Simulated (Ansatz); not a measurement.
Geometry optimisation, RKS PBE/def2-SVP in Ansatz 0.2.0.

input.yaml

```yaml
crystal:
  periodic: [false, false, false]
  atoms:
    - { symbol: B, position_ang: [0.23212, -0.791921, 0.690054] }
    - { symbol: "N", position_ang: [1.297192, 0.182123, 0.978074] }
    - { symbol: H, position_ang: [0.438992, -1.636402, -0.156839] }
    - { symbol: H, position_ang: [-0.771659, -0.760942, 1.372893] }
    - { symbol: H, position_ang: [-0.270171, 0.926725, -0.574364] }
    - { symbol: P, position_ang: [-1.283903, 0.957211, -1.549154] }
    - { symbol: H, position_ang: [2.179778, 0.207483, 0.466651] }
    - { symbol: H, position_ang: [1.198294, 0.916925, 1.678969] }
    - { symbol: H, position_ang: [-0.807576, -0.240118, -2.189072] }
    - { symbol: H, position_ang: [-2.213168, 0.238916, -0.717114] }
basis:
  gaussian: { orbitals: def2-SVP }
hamiltonian:
  xc: pbe
relax:
  f_tol: 0.03
  max_steps: 50
```

Launched with:

```bash
$ ansatz run input.yaml --threads 2 --pin off --max-ram 3072MiB --backend cpu --events-out ev --progress --plain --runs-dir out
```

Task: Where does it end, and by what steps?

Result: The forces met the threshold. After 6 steps the energy has fallen by 0.253 eV; H5 moved furthest, 0.58 Å.

| step | energy less start (eV) | largest force component (eV/Å) | accepted |
| --- | --- | --- | --- |
| 0 | 0.0000 | 1.835 | yes |
| 1 | -0.1866 | 0.780 | yes |
| 2 | -0.2378 | 0.203 | yes |
| 3 | -0.2470 | 0.127 | yes |
| 4 | -0.2508 | 0.087 | yes |
| 5 | -0.2518 | 0.115 | yes |
| 6 | -0.2530 | 0.015 | yes |

```xyz
10
Properties=species:S:1:pos:R:3
B 0.463 -0.935 0.956
N 1.404 0.079 1.146
H 0.680 -1.794 0.120
H -0.547 -0.934 1.637
H -0.505 1.244 -0.995
P -1.602 1.099 -1.919
H 2.276 0.143 0.619
H 1.292 0.829 1.830
H -1.063 -0.128 -2.448
H -2.398 0.396 -0.945
```

Time of the run: 5.5 s on 2 threads of AMD EPYC 9R14 (Zen 4), with other jobs on the host, peak memory 0.14 GiB.
